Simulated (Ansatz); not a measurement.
`O=C=CO` + CH₃NH₂ → `NCC=C=O` + H₂O at 500 K and 1 bar (formal exchange of groups at a C–O bond).

Gas-phase electronic energies from Ansatz, PBE0-D4/def2-TZVP geometries. CBS: MP2 limit from def2 TZ/QZ plus the TZ coupled-cluster correction, frozen cores. This one scheme is used for every species. One conformer a species, not always the lowest.

| species | CCSD(T)/CBS energy (Eh) | H − E (kJ/mol) | S (J/(mol·K)) |
| --- | --- | --- | --- |
| `O=C=CO` | -227.58142 | 127.7 | 315.5 |
| CH₃NH₂ | -95.75281 | 191.8 | 270.3 |
| `NCC=C=O` | -246.99148 | 247.0 | 371.4 |
| H₂O | -76.37941 | 73.2 | 206.3 |

H − E and S are ideal-gas, rigid-rotor, harmonic terms from PBE0-D4/def2-TZVP, for one conformer and one mirror image of each species. 1 Eh = 2625.50 kJ/mol, R = 8.31446 J/(mol·K).

Question: By hand: ΔE, ΔH, ΔS and ΔG.

Answer: ΔE = (-246.99148) + (-76.37941) − (-227.58142) − (-95.75281) = -0.03666 Eh = -96.3 kJ/mol. Δ(H − E) = 247.0 + 73.2 − 127.7 − 191.8 = 0.7, so ΔH = -95.6 kJ/mol. ΔS = 371.4 + 206.3 − 315.5 − 270.3 = -8.1 J/(mol·K). ΔG = -95.6 − 500 × (-8.1)/1000 = -91.5 kJ/mol.

Question: By hand: the equilibrium constant, and the temperature at which ΔG would vanish if ΔH and ΔS stayed fixed.

Answer: log₁₀ K = −ΔG/(RT ln 10) = 9.6. ΔG = 0 at ΔH/ΔS = 11802 K, far beyond where these terms or the molecules hold.

The number of gas molecules stays the same, so ΔS is small and ΔH decides. A doubt of 5 kJ/mol in ΔE shifts log₁₀ K by 0.5 here. Other conformers and mirror images would add mixing entropy, several J/(mol·K) or more a flexible species. These are equilibria of isolated gas molecules and say nothing of rates. Largest T1 diagnostic: 0.016 (customary marks: 0.02 for closed shells, 0.045 for open ones).
